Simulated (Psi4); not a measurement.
**doublet CH2BCl−: levels of theory compared**

Wanted: a comparison of 3 runs (U-r2SCAN/aug-cc-pVDZ, U-revPBE/aug-cc-pVDZ, UTPSS/aug-cc-pVDZ) of doublet CH2BCl−. 

The results are computed with Psi4 1.11.

## (1) Starting point

CH2BCl−: 5 atoms, total charge -1, spin state doublet. SMILES of the parent species: `B[C]Cl`. The shape is that of a GFN2-xTB optimisation. That shape belongs to the parent species and isn't relaxed for this state.

Bond lengths: B1–C2 1.474 Å, C2–Cl3 1.628 Å, B1–H4 1.177 Å, B1–H5 1.169 Å. Angles: B1–C2–Cl3 141.8°, C2–B1–H4 120.1°, C2–B1–H5 119.8°, H4–B1–H5 120.1°.

## (2) The energy at U-r2SCAN/aug-cc-pVDZ (run 1)

The input, ch2bcl.py:

```python
import psi4

psi4.set_memory('1600 MB')
psi4.set_num_threads(1)
psi4.core.set_output_file('psi4.out', False)

m = psi4.geometry("""
-1 2
B      0.414180     0.139370    -0.472520
C     -0.487440     0.280880     0.684730
Cl    -1.470630    -0.583120     1.652980
H      0.575730    -0.915570    -0.969770
H      0.968160     1.078440    -0.895430
symmetry c1
no_reorient
no_com
""")

psi4.set_options({
    'basis': 'aug-cc-pVDZ',
    'reference': 'uks',
    'puream': True,
    'e_convergence': 1e-09,
    'd_convergence': 1e-08,
    'scf_type': 'pk',
    'dft_radial_points': 99,
    'dft_spherical_points': 590,
    'maxiter': 200,
})

E = psi4.energy('r2scan', molecule=m)
print(f'total energy {E:.8f} hartree = {E * 27.211386:.5f} eV')
```

Command:

```bash
$ python ch2bcl.py
```

psi4.out:

```text
[...]
  Running in c1 symmetry.
[...]
  Nuclear repulsion =   71.802307569803261
[...]
  Multiplicity = 2
[...]
  Nalpha       = 16
  Nbeta        = 15
[...]
    Number of basis functions: 91
[...]
   @UKS iter   1:  -523.53294785250387    2.24229e-01   1.09719e-02 DIIS/ADIIS
[...]
   @UKS iter  16:  -524.22503557139726   -5.68434e-12   4.72132e-09 DIIS
[...]
   @S^2 Observed:                7.809615167E-01
[...]
    Orbital Energies [Eh]
    ---------------------
    Alpha Occupied:
       1A   -101.041884     2A     -9.862395     3A     -9.203966
       4A     -6.947963     5A     -6.940853     6A     -6.939443
       7A     -6.374299     8A     -0.662586     9A     -0.378120
      10A     -0.255412    11A     -0.171516    12A     -0.158060
      13A     -0.146728    14A     -0.097627    15A      0.025592
      16A      0.028423
    Alpha Virtual:
      17A      0.135758    18A      0.144223    19A      0.145643
      20A      0.151299    21A      0.173395    22A      0.196642
      23A      0.213729    24A      0.220862    25A      0.240497
[...]
  @UKS Final Energy:  -524.22503557139726
   => Energetics <=
    Nuclear Repulsion Energy =             71.8023075698032613
    One-Electron Energy =                -869.2473111683541447
    Two-Electron Energy =                 311.7937331330845154
    DFT Exchange-Correlation Energy =     -38.5737651059308604
    Empirical Dispersion Energy =           0.0000000000000000
    VV10 Nonlocal Energy =                  0.0000000000000000
    Total Energy =                       -524.2250355713972567
[...]
 Multipole Moments:
 ------------------------------------------------------------------------------------
     Multipole            Electronic (a.u.)      Nuclear  (a.u.)        Total (a.u.)
 ------------------------------------------------------------------------------------
 L = 1.  Multiply by 2.5417464519 to convert [e a0] to [Debye]
 Dipole X            :         46.2557561          -45.9403004            0.3154557
 Dipole Y            :         13.7646212          -13.9235777           -0.1589565
 Dipole Z            :        -53.3161208           52.8768803           -0.4392405
 Magnitude           :                                                    0.5636592
[...]
```

Standard output:

```text
total energy -524.22503557 hartree = -14264.88979 eV
```

It took 44 s on 1 thread of Intel Xeon 6975P-C (Granite Rapids), shared host; peak memory 1 GiB.

## (3) Energy and gradient at U-revPBE/aug-cc-pVDZ (run 2)

The input, run.py:

```python
import numpy as np
from ase.calculators.psi4 import Psi4
from ase import Atoms

a = Atoms(['B', 'C', 'Cl', 'H', 'H'], positions=[
    [0.414180, 0.139370, -0.472520],
    [-0.487440, 0.280880, 0.684730],
    [-1.470630, -0.583120, 1.652980],
    [0.575730, -0.915570, -0.969770],
    [0.968160, 1.078440, -0.895430],
])
calc = Psi4(atoms=a, method='revpbe', basis='aug-cc-pVDZ', memory='1600MB', num_threads=1, charge=-1, multiplicity=2, label='calc', reference='uks')
calc.psi4.set_options({'puream': True, 'e_convergence': 1e-09, 'd_convergence': 1e-08, 'scf_type': 'pk', 'dft_radial_points': 99, 'dft_spherical_points': 590, 'maxiter': 200})
a.calc = calc

forces = a.get_forces()
print(f'energy: {a.get_potential_energy():.6f} eV')
print('forces / eV A^-1')
print(np.round(forces, 5))
```

Command:

```bash
$ python run.py
```

calc.dat:

```text
[...]
  Running in c1 symmetry.
[...]
  Nuclear repulsion =   71.802307569803247
[...]
  Multiplicity = 2
[...]
  Nalpha       = 16
  Nbeta        = 15
[...]
    Number of basis functions: 91
[...]
   @UKS iter   1:  -523.35950531960918    4.02765e-01   1.21306e-02 DIIS/ADIIS
[...]
   @UKS iter  16:  -524.19746617834028   -1.70530e-12   3.06139e-09 DIIS
[...]
   @S^2 Observed:                7.616064941E-01
[...]
    Orbital Energies [Eh]
    ---------------------
    Alpha Occupied:
       1A   -100.531282     2A     -9.723230     3A     -9.017527
       4A     -6.834859     5A     -6.826944     6A     -6.825296
       7A     -6.262756     8A     -0.626495     9A     -0.348023
      10A     -0.236797    11A     -0.155021    12A     -0.143498
      13A     -0.130999    14A     -0.085546    15A      0.034769
      16A      0.039111
    Alpha Virtual:
      17A      0.117383    18A      0.119418    19A      0.125328
      20A      0.127658    21A      0.149068    22A      0.172913
      23A      0.180453    24A      0.208266    25A      0.211351
[...]
  @UKS Final Energy:  -524.19746617834028
   => Energetics <=
    Nuclear Repulsion Energy =             71.8023075698032471
    One-Electron Energy =                -869.1761529919228906
    Two-Electron Energy =                 311.7078034215278421
    DFT Exchange-Correlation Energy =     -38.5314241777484980
    Empirical Dispersion Energy =           0.0000000000000000
    VV10 Nonlocal Energy =                  0.0000000000000000
    Total Energy =                       -524.1974661783402780
[...]
 Multipole Moments:
 ------------------------------------------------------------------------------------
     Multipole            Electronic (a.u.)      Nuclear  (a.u.)        Total (a.u.)
 ------------------------------------------------------------------------------------
 L = 1.  Multiply by 2.5417464519 to convert [e a0] to [Debye]
 Dipole X            :         -3.7158272            2.4036172           -1.3122100
 Dipole Y            :         -1.1912380            0.5550762           -0.6361617
 Dipole Z            :          4.2556485           -2.8168870            1.4387615
 Magnitude           :                                                    2.0485682
[...]
  -Total Gradient:
     Atom            X                  Y                   Z
    ------   -----------------  -----------------  -----------------
       1        0.024776594861    -0.002518356478    -0.031376050971
       2       -0.047369789512    -0.036353222531     0.048286147519
       3        0.039874226105     0.036417185561    -0.038952162920
       4       -0.003892114108     0.024142368346     0.011619556600
       5       -0.013395190978    -0.021693163883     0.010428582809
[...]
```

On the terminal:

```text
energy: -14264.139605 eV
forces / eV A^-1
[[-1.27406  0.1295   1.61342]
 [ 2.43585  1.86936 -2.48297]
 [-2.05042 -1.87265  2.003  ]
 [ 0.20014 -1.24145 -0.5975 ]
 [ 0.68881  1.11551 -0.53626]]
```

Run time: 31 s. Hardware: 1 thread of Intel Xeon 6975P-C (Granite Rapids), shared host; peak memory 0.85 GiB.

## (4) Energy and forces at UTPSS/aug-cc-pVDZ (run 3)

The input, ch2bcl.xyz:

```xyz
5
CH2BCl
B      0.414180     0.139370    -0.472520
C     -0.487440     0.280880     0.684730
Cl    -1.470630    -0.583120     1.652980
H      0.575730    -0.915570    -0.969770
H      0.968160     1.078440    -0.895430
```

The input, run.py:

```python
import numpy as np
from ase.calculators.psi4 import Psi4
from ase.io import read

a = read('ch2bcl.xyz')
calc = Psi4(atoms=a, method='tpss', basis='aug-cc-pVDZ', memory='1600MB', num_threads=1, charge=-1, multiplicity=2, label='psi4-calc', reference='uks')
calc.psi4.set_options({'puream': True, 'e_convergence': 1e-09, 'd_convergence': 1e-08, 'scf_type': 'pk', 'dft_radial_points': 99, 'dft_spherical_points': 590, 'maxiter': 200})
a.calc = calc

forces = a.get_forces()
print(f'energy: {a.get_potential_energy():.6f} eV')
print('forces / eV A^-1')
print(np.round(forces, 5))
```

Command:

```bash
$ python run.py
```

psi4-calc.dat:

```text
[...]
  Running in c1 symmetry.
[...]
  Nuclear repulsion =   71.802307569803247
[...]
  Multiplicity = 2
[...]
  Nalpha       = 16
  Nbeta        = 15
[...]
    Number of basis functions: 91
[...]
   @UKS iter   1:  -523.56132448582662    3.16680e-01   1.16747e-02 DIIS/ADIIS
[...]
   @UKS iter  16:  -524.33726590730589   -9.09495e-13   3.27069e-09 DIIS
[...]
   @S^2 Observed:                7.624571969E-01
[...]
    Orbital Energies [Eh]
    ---------------------
    Alpha Occupied:
       1A   -100.840838     2A     -9.810048     3A     -9.077845
       4A     -6.856629     5A     -6.848871     6A     -6.847215
       7A     -6.340052     8A     -0.637284     9A     -0.358571
      10A     -0.243344    11A     -0.160135    12A     -0.146854
      13A     -0.137854    14A     -0.093338    15A      0.034275
      16A      0.034399
    Alpha Virtual:
      17A      0.122542    18A      0.125646    19A      0.131659
      20A      0.132629    21A      0.155497    22A      0.178816
      23A      0.186711    24A      0.214322    25A      0.218132
[...]
  @UKS Final Energy:  -524.33726590730589
   => Energetics <=
    Nuclear Repulsion Energy =             71.8023075698032471
    One-Electron Energy =                -869.2933550541838486
    Two-Electron Energy =                 311.8454160571406533
    DFT Exchange-Correlation Energy =     -38.6916344800659360
    Empirical Dispersion Energy =           0.0000000000000000
    VV10 Nonlocal Energy =                  0.0000000000000000
    Total Energy =                       -524.3372659073058912
[...]
 Multipole Moments:
 ------------------------------------------------------------------------------------
     Multipole            Electronic (a.u.)      Nuclear  (a.u.)        Total (a.u.)
 ------------------------------------------------------------------------------------
 L = 1.  Multiply by 2.5417464519 to convert [e a0] to [Debye]
 Dipole X            :         -3.6943864            2.4036172           -1.2907693
 Dipole Y            :         -1.1969077            0.5550762           -0.6418315
 Dipole Z            :          4.2275040           -2.8168870            1.4106170
 Magnitude           :                                                    2.0168970
[...]
  -Total Gradient:
     Atom            X                  Y                   Z
    ------   -----------------  -----------------  -----------------
       1        0.024121277876    -0.001653975675    -0.030310237386
       2       -0.049060136606    -0.037188239664     0.050145944976
       3        0.039971867040     0.036848270432    -0.038952902834
       4       -0.003475940560     0.020865363437     0.010179890437
       5       -0.011559731869    -0.018873633198     0.008939903165
[...]
```

The script printed:

```text
energy: -14267.943750 eV
forces / eV A^-1
[[-1.24037  0.08505  1.55862]
 [ 2.52277  1.9123  -2.57861]
 [-2.05544 -1.89481  2.00304]
 [ 0.17874 -1.07294 -0.52347]
 [ 0.59443  0.97052 -0.45971]]
```

Wall time 70 s (1 thread of Intel Xeon 6975P-C (Granite Rapids), shared host); peak memory 1.1 GiB.

## (5) The series

```
run                 level      task  energy (Eh)  HOMO energy (eV)  LUMO energy (eV)   ⟨S²⟩  wall time
  1  U-r2SCAN/aug-cc-pVDZ    energy  -524.225036              1.05              3.36  0.781       44 s
  2  U-revPBE/aug-cc-pVDZ  gradient  -524.197466              1.18              2.77  0.762       31 s
  3     UTPSS/aug-cc-pVDZ  gradient  -524.337266              1.19              2.95  0.762       70 s
```

## (6) Results

| quantity | value |
| --- | --- |
| run 3: total energy | -524.33727 Eh |
| run 3: HOMO energy (highest over α and β) | 1.19 eV |
| run 3: LUMO energy (lowest over α and β) | 2.95 eV |
| run 3: ⟨S²⟩ | 0.762 |
| run 3: largest force on an atom | 4.083 eV/Å |

Totals of different functionals can't be ranked against each other. In runs 1, 2, 3 the HOMO lies above zero, so the outermost electron may be held by the basis alone. All runs together took 2.4 min, the longest 70 s.
